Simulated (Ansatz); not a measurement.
# C3H8N2: the cost of one run

All numbers are computed with Ansatz 0.2.0 through its Python package. Level of theory: PBE/cc-pVDZ.

### Step 1. The system

The script builds its own geometries from the SMILES CN=CNC.

The script holds or builds the structure itself.

### Step 2. The code

File conformers.py:

```python
'''Conformer energies of C3H8N2.'''

import ansatz as az
from rdkit import Chem
from rdkit.Chem import AllChem


def main() -> None:
    rd = Chem.AddHs(Chem.MolFromSmiles('CN=CNC'))
    ids = list(AllChem.EmbedMultipleConfs(rd, numConfs=20, randomSeed=220, pruneRmsThresh=0.4))
    field = [energy for _, energy in AllChem.MMFFOptimizeMoleculeConfs(rd)]
    distinct = {round(e, 2): i for i, e in zip(ids, field)}
    chosen = sorted(distinct.items())[:3]
    found = []
    for force_field, index in chosen:
        molecule = az.Crystal.molecule()
        for atom, xyz in zip(rd.GetAtoms(), rd.GetConformer(index).GetPositions()):
            molecule = molecule.atom(atom.GetSymbol(), xyz.round(5).tolist())
        calculation = (
            molecule.calculation()
            .basis(gaussian='cc-pVDZ')
            .functional('pbe')
        )
        found.append(calculation.run(threads=1, pin='off').report['free_energy_ev'])
    print('conformer   MMFF (kcal/mol)   this level (kcal/mol)')
    for (force_field, index), e in zip(chosen, found):
        print(f'{index:9d} {force_field - chosen[0][0]:17.2f} {23.060548 * (e - min(found)):17.3f}')


if __name__ == '__main__':
    main()
```

### Step 3. The calls as engine input

The engine receives this input (first run):

```yaml
crystal:
  periodic: [false, false, false]
  atoms:
    - { symbol: C, position_ang: [2.24302, 0.34515, -0.48121] }
    - { symbol: "N", position_ang: [0.81434, 0.53103, -0.24645] }
    - { symbol: C, position_ang: [0.16652, -0.57601, -0.18095] }
    - { symbol: "N", position_ang: [-1.17534, -0.70577, 0.03647] }
    - { symbol: C, position_ang: [-2.06354, 0.43198, -0.03032] }
    - { symbol: H, position_ang: [2.707, -0.2397, 0.32036] }
    - { symbol: H, position_ang: [2.73211, 1.32383, -0.50414] }
    - { symbol: H, position_ang: [2.42745, -0.14217, -1.44461] }
    - { symbol: H, position_ang: [0.65992, -1.55911, -0.2956] }
    - { symbol: H, position_ang: [-1.59188, -1.59274, -0.22164] }
    - { symbol: H, position_ang: [-3.07046, 0.13173, 0.27464] }
    - { symbol: H, position_ang: [-1.73312, 1.23089, 0.64098] }
    - { symbol: H, position_ang: [-2.116, 0.82088, -1.05185] }
basis:
  gaussian:
    orbitals: cc-pVDZ
hamiltonian:
  xc: pbe
```

### Step 4. Launch

Command:

```
$ python conformers.py
```

What time and memory should one allow on 1 thread of Arm Neoverse V2, shared host?

About 6.3 s, with a peak of 0.27 GiB.
